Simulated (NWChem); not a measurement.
## Correlation energy of Cl

SMILES: [Cl]
```xyz
1

Cl     0.0000     0.0000     0.0000
```
Charge 0, spin multiplicity 2.

All runs are NWChem calculations.

Basis set: cc-pVQZ. Each correlation energy counts from its own Hartree-Fock reference.

```tsv
method	correlation energy (mHa)
CCSD on UHF	-197.1
CCSD(T) on ROHF	-210.2
CCSD on ROHF	-202.7
CCSD[T] on UHF	-204.3
SCS-UMP2	-176.7
UMP2	-174.9
CCSD(T) on UHF	-204.2
CCSD[T] on ROHF	-210.2
URI-MP2	-174.9
```

The values span 35.3 mHa, from CCSD(T) on ROHF (lowest) to URI-MP2 (highest). 

The correlated methods keep 5 core orbitals frozen. The stability of the SCF solutions was not checked. Open-shell Hartree-Fock references start from PBE0 orbitals. Coupled-cluster values serve here as a point of comparison, not as the truth.
